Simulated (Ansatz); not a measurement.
# BH₃Cl (doublet): from Hartree-Fock to the top rungs at distance Cl1–H2 along a hydrogen transfer = 1.279 Å, cc-pVDZ

One table from this session's results is given with a row withheld; the runs are named, their logs left out.

The runs use Ansatz 0.2.0, Gaussian basis; cc-pVDZ, core rule «outside noble gas», up to 6 orbitals frozen.

To be run: UHF; CCSD(T) on ROHF; CCSD(T) on UHF; BCCD(T) on ROHF; CISD; CCSDT(Q) on ROHF; CCSDT(Q) on UHF; CASSCF and MRCISD+Q, 3 electrons in 3 orbitals; CASSCF and NEVPT2, 3 electrons in 3 orbitals.

15 further runs of the same task are left out: 9 for a known fault of the program, 4 that didn't finish, 2 set aside as unsound or not needed.

### What is computed

The geometry derives from fragments relaxed apart (PBE0/def2-TZVP) and kept rigid, so it is no stationary point. A hydrogen atom is moved between rigid fragments.

5 atoms, charge 0, spin multiplicity 2.

Atoms are counted from 1 here; the program's logs count them from 0.

Bond lengths: Cl1–H2 1.279 Å, B3–H4 1.191 Å, B3–H5 1.191 Å. Angles: H4–B3–H5 129.4°.

Geometry (Å):

| atom | x (Å) | y (Å) | z (Å) |
| --- | --- | --- | --- |
| Cl1 | -0.76603 | 0.00000 | 0.00000 |
| H2 | 0.51277 | 0.00000 | 0.00000 |
| B3 | 1.99697 | 0.00000 | 0.00000 |
| H4 | 2.50604 | 0.00000 | 1.07701 |
| H5 | 2.50604 | 0.00000 | -1.07701 |

Set-up of the first run:

in.yaml

```yaml
crystal:
  periodic: [false, false, false]
  atoms:
    - {symbol: Cl, position_ang: [-0.766028, 0.000000, 0.000000]}
    - {symbol: H, position_ang: [0.512772, 0.000000, 0.000000]}
    - {symbol: B, position_ang: [1.996972, 0.000000, 0.000000]}
    - {symbol: H, position_ang: [2.506045, 0.000000, 1.077008]}
    - {symbol: H, position_ang: [2.506045, 0.000000, -1.077008]}
basis:
  gaussian: {orbitals: cc-pVDZ}
magnetization: {spin_polarized: true, initial_magnetization: 1}
hamiltonian: {xc: hf}
output: {orbitals: {seedname: orbitals}}
```

Launch:

```sh
$ ansatz run in.yaml --threads 1 --pin off --events-out ev --progress --plain --max-ram 2393MiB
```

Steps of the session up to this table: UHF; CCSD(T) on ROHF; CCSD(T) on UHF; BCCD(T) on ROHF; CISD; CCSDT(Q) on ROHF; CCSDT(Q) on UHF; CASSCF and MRCISD+Q, 3 electrons in 3 orbitals; CASSCF and NEVPT2, 3 electrons in 3 orbitals.

One of the session's tables, all rows but one given; the rest of the session is left out.

```
       method  from UCCSDT(Q) (meV)
         ROHF               +7338.1
          UHF               +7213.4
         RMP2               +1097.5
         UMP2               +1115.5
         CISD                +712.7
        RCCSD                +161.1
        UCCSD                +157.9
     RCCSD(T)                 +29.1
     UCCSD(T)                 +29.3
      BCCD(T)                 +29.1
       RCCSDT                 +10.0
       UCCSDT                  +9.7
    RCCSDT(Q)                  +0.4
    UCCSDT(Q)                     0
  CASSCF pair                     ?
  NEVPT2 pair               +1116.8
  MRCISD pair                +645.3
MRCISD+Q pair                 +46.9
```

**Question.** Estimate the row for CASSCF pair.

The run gave: from UCCSDT(Q) (meV): +6912.0. In the column «from UCCSDT(Q) (meV)» it lies between NEVPT2 pair (+1116.8) and UHF (+7213.4).

To keep in mind: Restricted and unrestricted rows rest on different reference determinants; where their highest levels disagree by more than a few hundredths of an eV, they describe different states and don't form one ladder.
